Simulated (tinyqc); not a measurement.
Inside a calculation. Method: Pariser-Parr-Pople SCF with singles CI, for the molecule C=C(N)C=C[CH2+] (SMILES; centres numbered as the heavy atoms are written). One step of it, computed by the program tinyqc.

Task: Iteration 3: Fock matrix. F_rr = H_rr + P_rr gamma_rr / 2 + sum_(s != r) P_ss gamma_rs; F_rs = H_rs - P_rs gamma_rs / 2; E = tr P (H + F) / 2 + core repulsion sum_(r<s) z_r z_s gamma_rs.

P after iteration 2, order 1C, 2C, 3N, 4C, 5C, 6C:
$$\begin{pmatrix}
0.769318 & 0.723122 & -0.271713 & 0.408630 & -0.180178 & -0.388085 \\
0.723122 & 0.998961 & 0.431704 & 0.501929 & -0.020815 & -0.195855 \\
-0.271713 & 0.431704 & 1.803610 & -0.224300 & -0.066784 & 0.198101 \\
0.408630 & 0.501929 & -0.224300 & 0.746687 & 0.615096 & 0.297097 \\
-0.180178 & -0.020815 & -0.066784 & 0.615096 & 0.996439 & 0.764386 \\
-0.388085 & -0.195855 & 0.198101 & 0.297097 & 0.764386 & 0.684986
\end{pmatrix}$$

core matrix H (eV), order 1C, 2C, 3N, 4C, 5C, 6C:
$$\begin{pmatrix}
-33.933299 & -2.570000 & 0.000000 & 0.000000 & 0.000000 & 0.000000 \\
-2.570000 & -40.448184 & -2.410000 & -2.570000 & 0.000000 & 0.000000 \\
0.000000 & -2.410000 & -46.366593 & 0.000000 & 0.000000 & 0.000000 \\
0.000000 & -2.570000 & 0.000000 & -37.926831 & -2.570000 & 0.000000 \\
0.000000 & 0.000000 & 0.000000 & -2.570000 & -36.120947 & -2.570000 \\
0.000000 & 0.000000 & 0.000000 & 0.000000 & -2.570000 & -31.109552
\end{pmatrix}$$

repulsion gamma_rs (eV), order 1C, 2C, 3N, 4C, 5C, 6C:
$$\begin{pmatrix}
11.130000 & 5.345237 & 4.165971 & 3.871615 & 2.880743 & 2.343763 \\
5.345237 & 11.130000 & 5.922866 & 5.344518 & 3.871615 & 2.881082 \\
4.165971 & 5.922866 & 16.800000 & 4.166408 & 3.758497 & 2.752851 \\
3.871615 & 5.344518 & 4.166408 & 11.130000 & 5.345237 & 3.872646 \\
2.880743 & 3.871615 & 3.758497 & 5.345237 & 11.130000 & 5.346360 \\
2.343763 & 2.881082 & 2.752851 & 3.872646 & 5.346360 & 11.130000
\end{pmatrix}$$

Centres (angstrom, eV; a flat drawing with bonds scaled to 1.40 angstrom):
```
centre          x          y  core charge z          W   gamma_rr
1C       2.118000   0.893000              1  11.160000  11.130000
2C       1.017000   0.028000              1  11.160000  11.130000
3N       1.215000  -1.358000              2  25.600000  16.800000
4C      -0.283000   0.549000              1  11.160000  11.130000
5C      -1.384000  -0.316000              1  11.160000  11.130000
6C      -2.683000   0.205000              1  11.160000  11.130000
```

Give: F; pi energy.

Result:

F (eV), order 1C, 2C, 3N, 4C, 5C, 6C:
$$\begin{pmatrix}
-9.432 & -4.503 & 0.566 & -0.791 & 0.260 & 0.455 \\
-4.503 & -10.272 & -3.688 & -3.911 & 0.040 & 0.282 \\
0.566 & -3.688 & -13.353 & 0.467 & 0.126 & -0.273 \\
-0.791 & -3.911 & 0.467 & -9.961 & -4.214 & -0.575 \\
0.260 & 0.040 & 0.126 & -4.214 & -10.060 & -4.613 \\
0.455 & 0.282 & -0.273 & -0.575 & -4.613 & -9.432
\end{pmatrix}$$

pi energy = -89.764 eV
